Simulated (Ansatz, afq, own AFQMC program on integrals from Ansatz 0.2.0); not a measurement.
Two steps: Ansatz 0.2.0 writes the Fock matrix and Cholesky factors of the valence space, and afq projects on them the lowest state that overlaps trial and start.

```yaml
crystal:
  periodic: [false, false, false]
  atoms:
    - {symbol: B, position_ang: [0.000000, -1.370482, 0.096984]}
    - {symbol: Ge, position_ang: [0.000000, 0.130907, 1.251342]}
    - {symbol: Ga, position_ang: [0.000000, 0.065420, -1.279968]}
    - {symbol: H, position_ang: [0.000000, 0.739999, -2.681488]}
basis:
  gaussian: {orbitals: cc-pVDZ}
magnetization: {spin_polarized: true, initial_magnetization: 1}
correlation: {method: ccsd_t, electrons: outside_noble_gas, hamiltonian_folder: ham}
```

```sh
$ ansatz run in.yaml --threads 1 --pin off --events-out ev --progress --plain --max-ram 1382MiB
```

Options of the walk:

```
--method phaseless --trial cisd --walkers 60 --populations 1 --least-time 40 --time-step 0.005 --steps-per-block 50 --equilibration-blocks 28 --max-blocks 300 --target-error 0.0004 --factor-cut 1e-05 --start spin_pure --seed 5009 --release-times 0.24,0.51,0.99,1.62,2.4 --release-step 0.03 --release-every 4 --taylor-order 6
```

Times are imaginary, in 1/Eh. The walk had a cap of 2099 s. Filled inner d shells are frozen with the cores.

```
orbitals 44  electrons 6 5  factors 381 of 828
reference energy -4023.70064622 Eh
CCSD correlation -0.23788452 Eh in 16 cycles, weight of the determinant in the CISD state 0.7622
energy of the start -4023.921498 Eh
 block  time / (1/Eh)  mean weight  energy / Eh
     1     0.250  0.9994  -4023.924468
     2     0.500  1.0014  -4023.928883
     3     0.750  1.0011  -4023.934366
     4     1.000  1.0016  -4023.936029
     5     1.250  1.0006  -4023.935982
     8     2.000  0.9991  -4023.943445
    17     4.250  0.9993  -4023.962586
    41    10.250  0.9995  -4023.954876
    65    16.250  0.9989  -4023.948402
    89    22.250  1.0005  -4023.953622
   113    28.250  0.9991  -4023.956420
   137    34.250  1.0006  -4023.956958
   145    36.250  0.9983  -4023.966568
   161    40.250  1.0003  -4023.951710
   185    46.250  0.9994  -4023.957444
   209    52.250  1.0020  -4023.949259
   233    58.250  0.9985  -4023.959590
   257    64.250  0.9989  -4023.965253
   281    70.250  0.9985  -4023.951823
   305    76.250  0.9995  -4023.949602
   321    80.250  1.0003  -4023.941086
blocks merged  error / Eh  count
     1  0.000483  300
     2  0.000640  150
     4  0.000761  75
     8  0.000918  37
    16  0.001050  18
    32  0.001033  9
released: time / (1/Eh)  energy / Eh  error  mean overlap
  0.24  -4023.957880  0.000985  0.9938
  0.51  -4023.957895  0.000847  0.9980
  0.99  -4023.959030  0.000868  0.9861
  1.62  -4023.959621  0.001222  0.9854
  2.40  -4023.957291  0.001941  1.0091
energy -4023.956963 +/- 0.001050 Eh
(rows thinned)
```

Problem. Estimate how long the walk took on 1 thread of AMD EPYC 9R45 96-Core Processor (Zen 5), with other jobs on the host.

Solution. 5.9 min of wall time.

The run passed its tests (sampling time, drift between the halves within three errors, error under three times the target), which doesn't prove that it has relaxed.

Against this walk (error 28.6 meV) on the same determinant: CCSD(T) 60.4 meV higher, CCSDT(Q) 52.7 meV lower (within the noise). The error is statistical and leaves out the bias of the constraint. The determinant has ⟨S²⟩ = 1.04, so the low cluster orders mix in higher spin (the high orders can go on to a lower state of that spin), while the walk starts as a pure doublet. None of these is a sure reference here. Released to 2.40 1/Eh the energy moves by -9 ± 60 meV (both errors), within twice the noise.

Cautions: constraint bias not in the error; error above the target (28.6 against 10.9 meV); no relativity below Rb; no spin-orbit coupling; inner d shell frozen; higher spins were not checked; strong correlation (T1 0.062, weight of the determinant 0.76, largest double 0.08); (T) is large, 7 % of the CCSD correlation; unrestricted determinant spin contaminated (⟨S²⟩ 1.04 against 0.75); the bias of populations of 60 walkers isn't removed.

CCSDT and higher add their correlation energy to the determinant of the CCSD(T) run, since their own runs factorise the integrals more tightly (a shift of under 2 meV). A walk keeps the symmetry of its determinant, which the program's search chose and which needn't be the lowest solution, so a lower state of the same spin and another symmetry isn't excluded.
